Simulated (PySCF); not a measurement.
Gas-phase reaction: 2 (CH3)3SiOH = 2 H3SiOCH3 + C3H4 (cyclic) + CH4

Method: PySCF energies plus ideal-gas RRHO corrections (1 bar). † marks an energy on the PBE0/def2-TZVP geometry and frequencies; other levels use their own. MP2 freezes the core. All species are closed-shell singlets. B3LYP is the form with VWN-RPA correlation. MP2 isn't extrapolated to the basis-set limit.

```
level             ΔH°(298 K), kJ
----------------  --------------
B3LYP/def2-TZVP†             615
MP2/def2-SVP†                631
MP2/def2-TZVPP†              699
PBE/def2-SVP                 ___
PBE/def2-TZVP†               ___
```

Task: What belongs in the gaps?

Result: 
- PBE/def2-SVP, ΔH°(298 K), kJ: 617
- PBE/def2-TZVP†, ΔH°(298 K), kJ: 648
